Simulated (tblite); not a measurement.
Species: C₂HClN₂S.
SMILES: `Clc1nncs1`

Level: GFN2-xTB in tblite, geometry and Hessian alike; calculated harmonic values, unscaled, isolated species. The method is semi-empirical: single wavenumbers can be off by several per cent or more.

Harmonic wavenumbers (cm⁻¹): 216.7, 246.8, 428.0, 500.1, 613.0, 626.8, 703.1, 789.7, 862.4, 971.5, 1084.4, 1214.9, 1453.8, 1470.0, 3173.1.

A = 5535, B = 1983, C = 1460 MHz; mass 119.955 u (most abundant isotopes); point group Cs, symmetry number 1.

Task: Zero-point energy?

Result: ½Σν̃ = 7177 cm⁻¹ = 20.52 kcal/mol.

Task: What is S at 400 K and 1 bar for an ideal gas of classical rigid rotors and harmonic oscillators?

Result: Translation 41.75, rotation 28.27, vibration 10.92: S = 80.9 cal/(mol K).

Task: And Cp and H(400 K) − H(0)?

Result: Cp = 23.22 cal/(mol K), of which vibrations give 15.27 (their classical limit is 15 R = 29.8); H(400 K) − H(0) = 5.91 kcal/mol without the zero-point energy, 2.73 from vibrations.

Task: Which modes carry the vibrational entropy at 400 K?

Result: 216.7 cm⁻¹: 2.53; 246.8 cm⁻¹: 2.29; 428.0 cm⁻¹: 1.32; 500.1 cm⁻¹: 1.07; 613.0 cm⁻¹: 0.78; 626.8 cm⁻¹: 0.75 cal/(mol K); the other 9 give 2.20 together.

Task: How do the functions run with temperature in this model?

Result: 
| T (K) | S (cal/(mol K)) | Cp (cal/(mol K)) | H − H(0) (kcal/mol) | G − H(0) (kcal/mol) | ln q(vib) |
| --- | --- | --- | --- | --- | --- |
| 100 | 59.7 | 9.9 | 0.85 | -5.12 | 0.08 |
| 200 | 68.0 | 14.6 | 2.07 | -11.52 | 0.53 |
| 300 | 74.8 | 19.4 | 3.77 | -18.67 | 1.23 |
| 500 | 86.5 | 26.1 | 8.39 | -34.84 | 2.94 |
| 800 | 100.0 | 31.1 | 17.08 | -62.90 | 5.56 |
| 1000 | 107.1 | 32.9 | 23.50 | -83.64 | 7.19 |

q(vib) and H(0) count from the zero-point level.

Task: What must be added to the electronic energy to get the Gibbs energy at 400 K and 1 bar?

Result: ZPE + [H(400 K) − H(0)] − T·S = 20.52 + 5.91 − 32.38 = -5.95 kcal/mol.

Hindered rotation and anharmonicity are outside this model.
